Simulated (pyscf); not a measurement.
Optimised with ωB97X-D3(BJ)/def2-SVP in PySCF. Correlated levels are frozen-core, on RHF or UHF. ΔMP2 is the change of the MP2 total energy from the triple- to the quadruple-zeta basis.

Question: Estimate the classical barrier height and the reaction energy of H₃Si–SiH₂–Cl -> H₃Si–Cl + silylene (SiH₂) [singlet] at CCSD(T)/def2-TZVPP. The step runs on the singlet surface, breaks Si–Si, Cl–Si and forms Cl–Si; take the reactant's lowest minimum found as zero.

Answer: ΔE‡ = 52.0 kcal/mol, ΔE = +54.4 kcal/mol. CCSD(T)/def2-TZVPP + ΔMP2(QZVPP) gives 52.1 kcal/mol and +55.5 kcal/mol. Zero-point energy shifts the barrier by -1.1 kcal/mol. It is a 1,1-elimination, with an imaginary mode of 277i cm⁻¹. On the product side the descent ends in an adduct with a Cl–Si contact, 13.2 kcal/mol under the separated species and 3.2 kcal/mol under the saddle at ωB97X-D3(BJ)/def2-TZVP. At CCSD(T) the saddle lies under the separated products, which points to a path from their complex (located at ωB97X-D3(BJ) alone), and parting the products costs more than the saddle. What is counted as broken (Cl–Si) persists as a longer contact in the product adduct; parting that adduct is a step of its own. This is the saddle that the search found; another between the same sides may lie lower. The CCSD(T) − MP2 part came from Ansatz, without density fitting, on the same reference.
